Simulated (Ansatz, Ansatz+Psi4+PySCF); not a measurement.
```yaml
atoms:
  - { symbol: F, position_ang: [-0.0138, 0.1675, -1.2428] }
  - { symbol: O, position_ang: [-0.0144, -0.5284, 0.2024] }
  - { symbol: O, position_ang: [-0.0146, 0.3218, 1.0359] }
```

Basis set: cc-pVTZ (spherical functions). Correlated methods keep 3 orbitals frozen. Correlation on ROHF uses semicanonical orbitals with singles. Charge 0, multiplicity 2.

Computed with Ansatz (development build ahead of 0.2.0); each method stands on the lowest determinant of its kind that the runs found.

The atomization energy at this shape (free ground-state atoms in the same class of orbitals less the molecule, no zero-point energy) of doublet O₂F:

```tsv
method	atomization energy
ROHF-MP2	5.49 eV
UHF-MP2	4.57 eV
ROHF	-0.93 eV
```

(1) What does UHF give?

Answers

(1) 0.02 eV. Caution for ROHF-MP2, ROHF: an unrestricted determinant lies well below. Caution for ROHF-MP2: other determinants can give a lower correlated total. Caution for UHF-MP2, UHF: the unrestricted determinant is spin contaminated.
